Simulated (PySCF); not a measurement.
# Mayer bond orders and bond lengths

Compound: C₄H₆S.
Numbering: `[CH:1]1=[CH:2][CH2:3][S:4][CH2:5]1` (hydrogens: H6 on C1; H7 on C2; H8, H9 on C3; H10, H11 on C5)

Geometry (PBE0-D3(BJ)/def2-TZVP, Å), atoms numbered from 1 in this order:
```
atom  x, y, z in Å
C1    -0.4283    0.6883   -0.6948
C2     0.7213    0.7920   -0.0461
C3     1.0840   -0.3272    0.8712
S4    -0.2855   -1.5204    0.7565
C5    -1.2400   -0.5376   -0.4415
H6    -0.7919    1.4442   -1.3829
H7     1.3877    1.6415   -0.1518
H8     1.1976    0.0173    1.9034
H9     2.0226   -0.8057    0.5765
H10   -2.2237   -0.2934   -0.0295
H11   -1.3986   -1.1152   -1.3570
```

Bond orders from the PBE0/pcSseg-2 density (PySCF). Isolated species at its PBE0-D3(BJ)/def2-TZVP geometry, gas phase.

**Question.** Where do the orders between heavy atoms depart from those drawn in the SMILES?

**Answer.** The largest departure is 0.115, at C1–C2 (drawn double, 1.885).

**Question.** Give the Mayer order of every bond between heavy atoms, beside its length.

**Answer.** 
```tsv
bond	drawn as	length (Å)	Mayer order
C1–C2	double	1.324	1.885
C2–C3	single	1.492	1.020
C3–S4	single	1.820	0.984
S4–C5	single	1.820	0.984
C5–C1	single	1.492	1.020
```

Bonds between the same two heavy elements. C–C: lowest C2–C3 and C5–C1 (1.020, 1.492 Å), highest C1–C2 (1.885, 1.324 Å). C–S: all 2 within 0.02 of one another (0.984 to 0.984). Bonds named together lie within 0.004.

**Question.** And the bonds to hydrogen?

**Answer.** C–H: 0.97 to 1.00 (6 bonds).

**Question.** Sum the orders of all bonds at each heavy atom with more than one neighbour and set the sums beside the valence in the SMILES.

**Answer.** C1 3.907 (drawn 4), C2 3.907 (drawn 4), C3 3.936 (drawn 4), S4 1.968 (drawn 2), C5 3.936 (drawn 4). Orders between atoms that aren't bonded are not in these sums.

Mayer orders depend on the basis set.
